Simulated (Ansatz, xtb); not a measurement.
# C2H5Si+: which of two isomers lies lower

Structure X: `C=C[SiH2+]`, a singlet. Structure Y: `C=[Si+]C`, a singlet. Both are isolated ions in the gas phase, relaxed with B3LYP-D3(BJ)/6-311G**; the shapes shown needn't be the lowest conformers.

X (Å):

```xyz
8

C     0.0994    1.8076   -0.5821
C    -0.9598    1.0506   -0.2049
Si    1.7610    1.2566   -0.2094
H    -0.0606    2.7444   -1.1081
H    -1.9779    1.3623   -0.4188
H    -0.8500    0.1072    0.3228
H     1.9403   -0.0175    0.5045
H     2.9452    2.0379   -0.5949
```

Y (Å):

```xyz
8

C    -1.2941    1.9769   -0.7097
C     1.7155    0.7675    0.1126
Si    0.2697    1.3117   -0.8969
H    -1.4650    3.0275   -0.9512
H    -2.1703    1.3417   -0.8511
H     2.5262    0.3904   -0.5098
H     1.3630   -0.0087    0.8028
H     2.0489    1.6292    0.7036
```

Problem. Estimate which is lower in electronic energy at CCSD(T)/def2-TZVP, and by roughly how much.

Solution. The CCSD(T)/def2-TZVP calculation puts structure X lower, by 19.5 kcal/mol.

Level by level:

```
                level               geometry  E(Y) − E(X) (kcal/mol)  departure from the last row (kcal/mol)  job, with rough time for the two
             GFN2-xTB               GFN2-xTB                      +9.9                                    −9.7              optimisation, 0.63 s
            HF/STO-3G               GFN2-xTB                     +36.8                                   +17.2              single point, 0.84 s
   r2SCAN-D4/def2-SVP               GFN2-xTB                     +19.6                                    +0.1               single point, 5.4 s
B3LYP-D3(BJ)/6-311G**  B3LYP-D3(BJ)/6-311G**                     +20.9                                    +1.3             optimisation, 1.7 min
         HF/def2-TZVP  B3LYP-D3(BJ)/6-311G**                     +34.2                                   +14.7           part of the CCSD(T) run
        MP2/def2-TZVP  B3LYP-D3(BJ)/6-311G**                     +22.3                                    +2.7           part of the CCSD(T) run
    CCSD(T)/def2-TZVP  B3LYP-D3(BJ)/6-311G**                     +19.5                                                        single point, 46 s
```

As drawn, Y has 1 C=Si, 2 C–H in place of 1 C=C, 2 Si–H.

None of the levels shown reverses the order. The largest departure from CCSD(T)/def2-TZVP is that of HF/STO-3G, 17.2 kcal/mol.

With harmonic frequencies from B3LYP-D3(BJ)/6-311G** (ideal gas, rigid rotor, one conformer each, 298.15 K, 1 atm): the zero-point term adds +0.6 kcal/mol; ΔH is +20.6 and ΔG +19.4 kcal/mol.

The correlated steps freeze 7 core orbitals. Run with Ansatz 0.2.0, xtb 6.7.1; the last row on 1 thread of Intel(R) Xeon(R) Processor @ 2.50GHz (Skylake/Cascade Lake) on a shared host.
